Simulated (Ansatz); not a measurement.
**C₃− (doublet): geometry and frequencies at several levels**

An exercise on one series of results from a longer session: the logs are not shown, and one member is left open.

Program: Ansatz 0.2.0. Level of theory: the levels named in each step. These are calculated values, not measurements.

## The structure to begin with

Bond lengths: C1–C2 1.311 Å, C2–C3 1.311 Å. Angles: C1–C2–C3 180.0°.

Structure file:

```xyz
3

C     0.0000    0.0000   -1.3110
C     0.0000    0.0000    0.0000
C     0.0000    0.0000    1.3110
```

Set-up of the first run:

File input.yaml:

```yaml
crystal:
  periodic: [false, false, false]
  atoms:
    - { symbol: C, position_ang: [0.0, 0.0, -1.31096] }
    - { symbol: C, position_ang: [0.0, 0.0, 0.0] }
    - { symbol: C, position_ang: [0.0, 0.0, 1.31096] }
magnetization:
  spin_polarized: true
  initial_magnetization: 1
total_charge: -1
basis:
  gaussian: { orbitals: def2-SVPD }
hamiltonian:
  xc: pbe
  dispersion: d4
relax:
  f_tol: 0.03
  max_steps: 200
```

Run with:

```console
$ ansatz run input.yaml --threads 2 --pin off --max-ram 5120MiB --backend cpu --events-out ev --progress --plain --runs-dir out
```

Steps of the session up to this table: A rough first relaxation, PBE-D4/def2-SVPD; Relaxation, PBE0-D4/def2-TZVPPD; Frequencies, PBE0-D4/def2-TZVPPD; Relaxation, PBE-D4/def2-TZVPPD; Frequencies, PBE-D4/def2-TZVPPD; Relaxation, r2SCAN-D4/def2-TZVPPD; Frequencies, r2SCAN-D4/def2-TZVPPD; Relaxation, B3LYP-D4/def2-TZVPPD; Frequencies, B3LYP-D4/def2-TZVPPD; Relaxation, B2PLYP/def2-TZVPPD.

One table of the session follows, with a row left open; its other results are not shown here.

```
                level  C1–C2 (Å)  C2–C3 (Å)  rotational constants (MHz)  highest frequency (cm⁻¹)
  PBE0-D4/def2-TZVPPD     1.3015     1.3015                       12432                      1776
   PBE-D4/def2-TZVPPD     1.3124     1.3124                       12225                      1752
r2SCAN-D4/def2-TZVPPD     1.3049     1.3049                       12366                      1779
 B3LYP-D4/def2-TZVPPD          ?          ?                           ?                         ?
   B2PLYP/def2-TZVPPD     1.3032     1.3032                       12400                         -
```

**Question.** Estimate the row for B3LYP-D4/def2-TZVPPD.

**Answer.** C1–C2 (Å): 1.3005; C2–C3 (Å): 1.3005; rotational constants (MHz): 12451; highest frequency (cm⁻¹): 1768. In the column «C1–C2 (Å)» it is the lowest.
